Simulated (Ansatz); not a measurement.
# FH4OSi: the cost of one run

Method: UKS PBE0-D4/def2-SVP, in Ansatz 0.2.0.

### 1 The structure to begin with

Bond lengths: Si1–F2 1.840 Å, Si1–H3 1.460 Å, Si1–H4 1.459 Å, Si1–H5 1.459 Å, O6–H7 1.010 Å. Angles: F2–Si1–H3 109.5°, F2–Si1–H4 109.5°, F2–Si1–H5 109.5°, H3–Si1–H4 109.5°, H3–Si1–H5 109.5°, H4–Si1–H5 109.5°.

As a file:

```xyz
7

Si    0.0000    0.0000    0.0000
F     0.0000    0.0000    1.8400
H     1.3768    0.0000   -0.4862
H    -0.6877    1.1914   -0.4862
H    -0.6877   -1.1914   -0.4862
O     0.0000    0.0000    3.3700
H    -0.5144   -0.8011    3.7071
```

### 2 Pulling towards end A

Springs on the bonds that form and break draw the guess towards this end; the thresholds are loose.

Contents of input.yaml:

```yaml
crystal:
  periodic: [false, false, false]
  atoms:
    - { symbol: Si, position_ang: [0.0, 0.0, 0.0] }
    - { symbol: F, position_ang: [0.0, 0.0, 1.84] }
    - { symbol: H, position_ang: [1.3768, 0.0, -0.4862] }
    - { symbol: H, position_ang: [-0.6877, 1.1914, -0.4862] }
    - { symbol: H, position_ang: [-0.6877, -1.1914, -0.4862] }
    - { symbol: O, position_ang: [0.0, 0.0, 3.37] }
    - { symbol: H, position_ang: [-0.5144, -0.8011, 3.7071] }
magnetization:
  spin_polarized: true
  initial_magnetization: 1
basis:
  gaussian: { orbitals: def2-SVP }
hamiltonian:
  xc: pbe0
  dispersion: d4
relax:
  f_tol: 0.15
  max_steps: 25
  restrain:
    - { distance: [1, 5], at: 2.43, k: 30.0 }
    - { distance: [0, 1], at: 1.59, k: 30.0 }
output:
  orbitals: {}
```

Command:

```sh
$ ansatz run input.yaml --threads 2 --pin off --max-ram 3072MiB --backend cpu --events-out ev --progress --plain --runs-dir out
```

What time and memory should one allow on 2 threads of Intel Xeon 6975P-C (Granite Rapids), shared host?

About 9.9 s, with a peak of 0.18 GiB.
